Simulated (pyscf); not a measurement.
Routes from `[O][AlH][OH]` [doublet]

Candidate steps break at most two bonds and form at most two. Each was searched with GFN2-xTB (tblite) first. Single points on ωB97X-D3(BJ)/def2-SVP structures (PySCF, gas phase). Energies: ωB97M-D3(BJ)/def2-TZVP, eV, from the reactant's lowest minimum found, doublet surface.

| products | type | ΔE‡ | ΔE | ΔG‡ 298 K | ΔG‡ 900 K | ν‡ (cm⁻¹) |
|---|---|---|---|---|---|---|
| [HO–Al–OH]• | hydrogen shift | 0.88 | -1.47 | 0.79 | 0.78 | 1317i |
| •O–AlH–OH | hydrogen shift | 1.55 | 0.00 | 1.46 | 1.62 | 2109i |
| [O=Al]• + H₂O | 1,1-elimination | 2.40 | +1.76 | 2.31 | 2.31 | 1222i |

Row 3: On the product side the descent ends in an adduct with a Al–O contact, 0.84 eV under the separated species and 1.39 eV under the saddle at ωB97X-D3(BJ)/def2-TZVP. 

Plain bond fissions and candidates not yet searched are not listed, and one of them may be faster. Each barrier is that of the saddle found; lower ones may exist. The term symbol of open-shell O=Al was not checked; spin-orbit terms and orbital degeneracy are left out.
